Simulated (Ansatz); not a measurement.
Input file:

```yaml
crystal:
  periodic: [false, false, false]
  atoms:
    - {symbol: Al, position_ang: [0.000000, 0.095389, 1.259469]}
    - {symbol: Al, position_ang: [0.000000, -0.016400, -1.372156]}
    - {symbol: H, position_ang: [0.000000, -0.846286, 2.967025]}
    - {symbol: H, position_ang: [0.000000, -1.268185, 0.049505]}
basis:
  gaussian: {orbitals: 6-31G}
correlation: {active_space: {window: {electrons: 2, orbitals: 2}, fixed_orbitals: true}}
```

```sh
$ ansatz run in.yaml --threads 1 --pin off --events-out ev --progress --plain --max-ram 2393MiB
```

Log:

```
340 factors; integrals over basis functions are off by at most 1.4e-4 eV
mean field evaluation 1: about -13192.7690 eV, gradient 8.0e0 eV
mean field evaluation 2: about -13192.7709 eV, gradient 8.0e0 eV
mean field evaluation 4: about -13193.4058 eV, gradient 8.1e-1 eV
mean field evaluation 8: about -13193.4169 eV, gradient 9.9e-4 eV
mean field -13193.41688767 eV, -484.8491278027 hartree, gradient 3.0e-6 eV, S^2 0.000000; 0 other end points of the search recorded, 0 dependent functions left out
reference -13193.41688767 eV, -484.8491278027 hartree; 14, 14 occupied and 16, 16 virtual orbitals, 340 factors
state -13193.44622212 eV, -484.8502058239 hartree
Total energy: -13193.44622212 eV, -484.8502058239 hartree
```

Natural occupations: 1.9882 0.0118.

Ran on 1 thread of Arm Neoverse V1, shared host: 0.18 s wall, 0.06 GiB peak host memory.
